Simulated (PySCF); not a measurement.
N2, SMILES N#N (connectivity only; charge and spin as stated), charge +1, multiplicity 2.

Coordinates come from a PBE-D3(BJ)/def2-TZVPD optimisation.

These are PBE-D3(BJ)/def2-TZVPD (PySCF) values and carry that method's errors.

Frequencies are harmonic and unscaled.

Computed vibrational spectrum:
```csv
mode,ν (cm⁻¹),IR (km/mol),moving atoms (share of kinetic energy)
1,2264,0.0,N 100 %
```
